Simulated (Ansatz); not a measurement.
Born–Oppenheimer molecular dynamics of AlClH$_{2}$ (4 atoms, charge 0, multiplicity 1). It starts at the highest image of a converged band, a first-order saddle point between two minima.

Method: RKS revPBE-D4/def2-SVP in Ansatz 0.2.0.

```
ensemble                      : NVE (velocity Verlet)
time step                     : 0.5 fs
steps asked                   : 200
starting velocities drawn for : 300 K
seed                          : 9642
```

First frame:

```xyz
4
Properties=species:S:1:pos:R:3
Al 0.235 0.000 -0.641
Cl 1.297 0.000 1.770
H 1.771 0.000 0.256
H -1.355 0.000 -0.261
```

Task: How far do the bonds stretch over the last three quarters of this one trajectory? (Pairs bonded in most of those frames.)

Result: 
```csv
bond,mean (Å),spread (Å),shortest,longest
Al1–Cl2,2.248,0.215,1.90,2.52
Al1–H3,1.700,0.172,1.41,1.95
Al1–H4,1.723,0.145,1.48,1.96
```

Mean temperature of the second half: 4931 K. The conserved energy stayed within 0.91 meV per atom of its start (net change -0.12 meV per atom), so the integration is sound. The kinetic energy rose, since the run started high on the potential surface and went downhill. A run of 0.1 ps of so small a system gives no equilibrium averages. The orbitals stay closed-shell, which can raise the energy where a bond breaks towards radicals; this wasn't checked here.

Run time: 2.7 min on 1 thread of Arm Neoverse V1 (shared host), peak memory 0.088 GiB.
